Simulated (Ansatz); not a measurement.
## How far each method lies from full CI for GeH₂, triplet

Geometry: a PBE0/def2-TZVP stationary point for this spin, not checked as a minimum. The singlet lies 0.5 eV lower here.

```yaml
atoms:
  - { symbol: Ge, position_ang: [0.0000, -0.0208, 0.0000] }
  - { symbol: H, position_ang: [0.0000, 0.7490, -1.3344] }
  - { symbol: H, position_ang: [0.0000, 0.7490, 1.3344] }
```

Basis cc-pVTZ; Ansatz 0.2.0. Correlated methods freeze the noble-gas cores and the filled d shells of p-block atoms, which leaves 6 electrons in 57 orbitals. Prefix R: restricted or restricted open-shell reference; prefix U: unrestricted. Active spaces: valence = (6e, 6o) chosen from the atoms' valence shells. No spin–orbit coupling is included, and no scalar relativity.

Full CI is exact within this basis and frozen core; it isn't the basis-set limit. The frozen core follows each run's orbitals, which can shift R against U totals by a few meV for light atoms and by up to 0.1 eV past Ca.

For open shells CISD is restricted-active-space CI with the open shells as a complete middle space.

```
UHF ⟨S²⟩                          : 2.006
T1 diagnostic (RCCSD)             : 0.0206
largest doubles amplitude (RCCSD) : 0.043
```

| level | E − E(full CI) (kJ/mol) | share of correlation (%) | wall time |
| --- | --- | --- | --- |
| RHF | 294.9 | 0.00 | – |
| RMP2 | 63.3 | 78.52 | – |
| CISD | 16.1 | 94.53 | 1.6 s |
| RCCSD | 9.5 | 96.79 | – |
| RCCSD(T) | 1.9 | 99.36 | 4.3 s |
| BCCD(T) | 1.9 | 99.37 | 2.1 s |
| RCCSDT | 0.1 | 99.97 | – |
| RCCSDT(Q) | -0.1 | 100.02 | 7.5 s (H100) |
| CASSCF (valence space) | 210.5 | 28.63 | – |
| NEVPT2 (valence space) | 58.6 | 80.12 | 1.9 s |
| MRCISD (valence space) | 10.3 | 96.49 | – |
| MRCISD+Q (valence space) | 1.4 | 99.53 | 8.5 s (H100) |

The correlation energy at full CI, counted from RHF, is -3.057 eV. That run took 25 s on 2 threads of AMD EPYC 7R13 with a shared H100 80 GB, shared host over 213,814,484 determinants.

Run but not shown, since their state or frozen core can't be matched to the reference's or they repeat it: UHF, UMP2, UCCSD, UCCSD(T), UCCSDT, UCCSDT(Q).

Times hold each run's SCF and search for its determinant on a shared host, so for small cases they say little of a method's own cost; rows without a card ran on 1 thread of AMD EPYC 7R13.

The full-CI state has the irrep B1 of C2v, in the program's axes.

Natural occupations of full CI about the gap: 1.953 1.938 0.991 0.985 0.033 0.023 0.011 0.009 0.009 0.008; effectively unpaired electrons, Σ n²(2−n)², 2.03.
